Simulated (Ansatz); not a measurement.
System: Bi2S3 (Pnma, No. 62). Method: PBE-D4 in Ansatz (PAW).

Settings: plane-wave cutoff 500 eV, 4×10×4 k mesh (along the axes of the cell as run), gaussian smearing 0.02 eV, scalar-relativistic PAW data made under PBE.

Computed at the level's own relaxed cell.

Problem. Give the computed volume per atom and band gap.

Solution. 
- volume per atom: 24.30 Å³/atom
- band gap: 1.22 eV (on the SCF k mesh)

Measured, for comparison: band gap 1.3 eV (temperature not stated, not corrected to a static lattice; as tabulated in Wikipedia's data pages).

Note: the relaxation could not lower the start's symmetry, so the cell can be a saddle point above a distorted one.

Spin–orbit coupling is not included; with these elements it can move the gap by several tenths of an eV or more.

The computed numbers hold no vibrational or temperature effects.

Ansatz is a program for electronic structure.
